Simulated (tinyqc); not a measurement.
Inside a calculation. Method: CIS on RHF in the sto-6g basis, frozen core, for H2O, spin multiplicity 1. One step of it, computed by the program tinyqc.

Problem. CIS matrix, triplets. A(ia,jb) = (e_a - e_i) d_ij d_ab - (ij|ab).

orbital energies (hartree): MO1 -20.541957, MO2 -1.206854, MO3 -0.513993, MO4 -0.452058, MO5 -0.398901, MO6 0.439402, MO7 0.505534

Two-electron integrals over orbitals (pq|rs), unique and non-zero (hartree); the lowest 1 orbital is frozen and left out:
```
(22|22) 0.730057    (32|32) 0.125750    (33|22) 0.614318    (33|33) 0.588904
(42|22) -0.032996   (42|33) 0.000995    (42|42) 0.129535    (43|32) 0.026274
(43|43) 0.059722    (44|22) 0.649723    (44|33) 0.559346    (44|42) -0.084136
(44|44) 0.666531    (52|52) 0.152956    (53|53) 0.026613    (54|52) -0.043775
(54|54) 0.045550    (55|22) 0.760362    (55|33) 0.601317    (55|42) -0.084634
(55|44) 0.670253    (55|55) 0.880663    (62|22) 0.128295    (62|33) 0.067912
(62|42) 0.036767    (62|44) 0.052144    (62|55) 0.133848    (62|62) 0.094887
(63|32) -0.029263   (63|43) -0.037701   (63|63) 0.069604    (64|22) 0.139984
(64|33) 0.054225    (64|42) -0.060713   (64|44) 0.131043    (64|55) 0.163008
(64|62) 0.055048    (64|64) 0.112454    (65|52) 0.047028    (65|54) 0.008231
(65|65) 0.033367    (66|22) 0.598243    (66|33) 0.548208    (66|42) 0.040418
(66|44) 0.548833    (66|55) 0.583762    (66|62) 0.094605    (66|64) 0.059528
(66|66) 0.585419    (72|32) 0.057664    (72|43) -0.030965   (72|63) 0.028638
(72|72) 0.068260    (73|22) 0.171013    (73|33) 0.091058    (73|42) -0.081918
(73|44) 0.128678    (73|55) 0.205731    (73|62) 0.063440    (73|64) 0.112606
(73|66) 0.048798    (73|73) 0.165848    (74|32) -0.071779   (74|43) -0.020363
(74|63) 0.056157    (74|72) -0.015340   (74|74) 0.074432    (75|53) 0.023804
(75|75) 0.024085    (76|32) 0.078076    (76|43) 0.065840    (76|63) -0.060741
(76|72) -0.005175   (76|74) -0.063283   (76|76) 0.109385    (77|22) 0.597801
(77|33) 0.574305    (77|42) -0.014528   (77|44) 0.561640    (77|55) 0.594145
(77|62) 0.056858    (77|64) 0.048665    (77|66) 0.547724    (77|73) 0.085263
(77|77) 0.581951
```

Give: CIS matrix A, triplet.

Solution.

CIS matrix A, triplet (hartree), lower triangle:
```
        2>6     2>7     3>6     3>7    4>6    4>7    5>6    5>7
2>6   1.048
2>7   0.000   1.115
3>6   0.000  -0.078   0.405
3>7  -0.078   0.000   0.000   0.445
4>6  -0.040   0.000   0.000  -0.066  0.343
4>7   0.000   0.015  -0.066   0.000  0.000  0.396
5>6   0.000   0.000   0.000   0.000  0.000  0.000  0.255
5>7   0.000   0.000   0.000   0.000  0.000  0.000  0.000  0.310
```
